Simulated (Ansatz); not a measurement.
**How far each method lies from full CI for Si$_{2}$⁺, quartet**

Geometry: that of the Si2, triplet, kept fixed.

```xyz
2

Si    0.0000    0.0000    0.0000
Si    0.0000    0.0000    2.2547
```

Basis 6-31G; Ansatz 0.2.0. Correlated methods freeze the noble-gas cores, which leaves 7 electrons in 16 orbitals. Prefix R: restricted or restricted open-shell reference; prefix U: unrestricted. Active spaces: valence = (7e, 8o) chosen from the atoms' valence shells.

Full CI is exact within this basis and frozen core; it isn't the basis-set limit. The frozen core follows each run's orbitals, which can shift R against U totals by a few meV.

For open shells CISD and CISDTQ are restricted-active-space CI with the open shells as a complete middle space.

```
UHF ⟨S²⟩                          : 3.771
T1 diagnostic (RCCSD)             : 0.0201
largest doubles amplitude (RCCSD) : 0.118
T1 diagnostic (UCCSD)             : 0.0231
```

| level | E − E(full CI) (kcal/mol) | share of correlation (%) | wall time |
| --- | --- | --- | --- |
| RHF | 61.06 | 0.00 | – |
| UHF | 58.32 | 4.50 | – |
| RMP2 | 14.72 | 75.90 | – |
| UMP2 | 17.14 | 71.94 | – |
| CISD | 4.64 | 92.41 | 1.3 s |
| RCCSD | 3.20 | 94.76 | – |
| UCCSD | 2.96 | 95.15 | – |
| RCCSD(T) | 1.15 | 98.11 | 1.1 s |
| UCCSD(T) | 1.05 | 98.28 | 1 s |
| BCCD(T) | 1.22 | 98.00 | 1 s |
| RCCSDT | 0.47 | 99.23 | – |
| UCCSDT | 0.43 | 99.29 | – |
| CISDTQ | 0.05 | 99.91 | 4.5 s |
| RCCSDT(Q) | 0.12 | 99.80 | 2.5 s |
| UCCSDT(Q) | 0.13 | 99.79 | 2.3 s |
| RCCSDTQ | 0.02 | 99.96 | 11 s |
| UCCSDTQ | 0.02 | 99.96 | 11 s |
| CASSCF (valence space) | 11.92 | 80.49 | – |
| NEVPT2 (valence space) | 3.36 | 94.50 | 1.1 s |
| MRCISD (valence space) | 0.22 | 99.64 | – |
| MRCISD+Q (valence space) | 0.01 | 99.98 | 1.8 s |

The correlation energy at full CI, counted from RHF, is -2.648 eV. That run took 3 s on 1 thread of Arm Neoverse V1, shared host over 66,240 determinants.

Times hold each run's SCF and search for its determinant on a shared host, so for small cases they say little of a method's own cost; they ran on 1 thread of Arm Neoverse V1.

The full-CI state has the irrep B1g of D2h, in the program's axes (one component, if the state is degenerate).

Natural occupations of full CI about the gap: 1.967 1.889 1.019 0.967 0.967 0.067 0.067 0.034 0.006 0.004; effectively unpaired electrons, Σ n²(2−n)², 3.08.
